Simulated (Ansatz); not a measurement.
**The cluster Cu₂S: geometry, orbitals and charge**

What does the cluster Cu₂S look like as a singlet, and where do its frontier electrons sit?

The runs use Ansatz 0.2.0, Gaussian basis; RKS PBE0-D4/def2-TZVP.

Levels to be run: relaxation at B3LYP-D4/def2-TZVP; a single point at PBE0-D4/def2-TZVP.

3 further runs of the same task are left out: 3 set aside as unsound or not needed. Runs told in other sessions of the task aren't counted.

## Step 1: The system as given

3 atoms, charge 0, spin multiplicity 1.

Atoms are counted from 1 here; the program's logs count them from 0.

Bond lengths: Cu1–S3 2.090 Å, Cu2–S3 2.090 Å. Angles: Cu1–S3–Cu2 68.5°.

Coordinates:

```mol
Cu2S
  3D, bonds by distance, orders not assigned

  3  2  0  0  0  0  0  0  0  0999 V2000
    0.5565    1.0931   -0.4585 Cu  0  0
    0.1634   -0.5521    1.1762 Cu  0  0
   -0.7199   -0.5410   -0.7177 S   0  0
  1  3  8  0
  2  3  8  0
M  END
```

No spin-orbit coupling is included.

The start is a GFN1-xTB geometry.

## Step 2: Optimising with B3LYP-D4/def2-TZVP

Contents of in.yaml:

```yaml
crystal:
  periodic: [false, false, false]
  atoms:
    - {symbol: Cu, position_ang: [0.556470, 1.093090, -0.458500]}
    - {symbol: Cu, position_ang: [0.163400, -0.552110, 1.176200]}
    - {symbol: S, position_ang: [-0.719870, -0.540970, -0.717700]}
basis:
  gaussian: {orbitals: def2-TZVP}
hamiltonian: {xc: {name: B3LYP}, dispersion: d4}
scf: {lower_state_search: "off"}
output: {orbitals: {seedname: orbitals}}
relax: {f_tol: 0.02, max_steps: 100}
```

Command:

```sh
$ ansatz run in.yaml --threads 4 --pin off --events-out ev --progress --plain --max-ram 3916MiB
```

After this run come: Single point, PBE0-D4/def2-TZVP.

Q: Predict the results of all the runs planned. Wanted: point group; commonest bond; HOMO, LUMO at PBE0-D4/def2-TZVP; dipole at B3LYP-D4/def2-TZVP.

As calculated:

```
                       quantity                           value
                    point group                             C2v
                 commonest bond  Cu–S, 2 of mean length 2.121 Å
HOMO, LUMO at PBE0-D4/def2-TZVP                 -5.69, -2.42 eV
   dipole at B3LYP-D4/def2-TZVP                          4.63 D
```

In words: The molecule keeps its bonding pattern by the stored test; the atoms moved 0.13 Å (rms). No usable vibrations, so a minimum isn't proven. The HOMO lies nearest to S3 74 %; Cu1, Cu2 about 13 % each and the LUMO to Cu1, Cu2 about 39 % each; S3 22 %. Whether this spin is the lowest isn't tested here.
